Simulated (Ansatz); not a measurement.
Z-matrix (Å, degrees):
```
Si
C 1 1.876
B 1 2.010 2 116.0
H 1 1.496 2 109.7 3 -120.9
H 1 1.495 2 109.8 3 122.6
H 2 1.093 1 110.7 3 -60.3
H 2 1.092 1 110.7 3 59.3
H 2 1.092 1 111.2 3 179.5
H 3 1.197 1 119.3 2 177.5
H 3 1.197 1 123.7 2 -3.1
```

The species carries charge 0 and has multiplicity 1.

(1) List the B3LYP/def2-TZVPP orbital energies in eV (Ansatz 0.2.0). (An estimate is asked.)

## Answers

(1) Computed: Occupied: -1798.38, -276.39, -184.01, -142.97, -98.29, -98.28, -98.25, -19.10, -14.71, -12.81, -11.25, -11.16, -9.84, -9.13, -8.72, -7.91. Lowest empty: -2.52, 0.53, 1.36, 1.66, 2.04, 2.23, 2.51, 2.87.

B3LYP here is the variant with VWN-RPA as its local correlation; programs differ in this.
